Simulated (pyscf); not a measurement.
PySCF, gas phase, ωB97X-D3(BJ)/def2-SVP geometries.

Q: `[NH2][Si][F]` [singlet] + `[H]` [doublet] → `[NH]=[Si][F]` [doublet] + `[H][H]`
Surface: doublet. Broken: H–N. Formed: H–H. Give ΔE‡ and ΔE from ωB97M-D3(BJ)/def2-TZVP, relative to the separated reactants.

A: ΔE‡ = 70.8 kJ/mol, ΔE = +27.2 kJ/mol. Zero-point energy shifts the barrier by -7.1 kJ/mol. It is a hydrogen abstraction, with an imaginary mode of 1247i cm⁻¹. One saddle was located; it need not be the lowest between these sides. The angle at the transferred H is 173°.
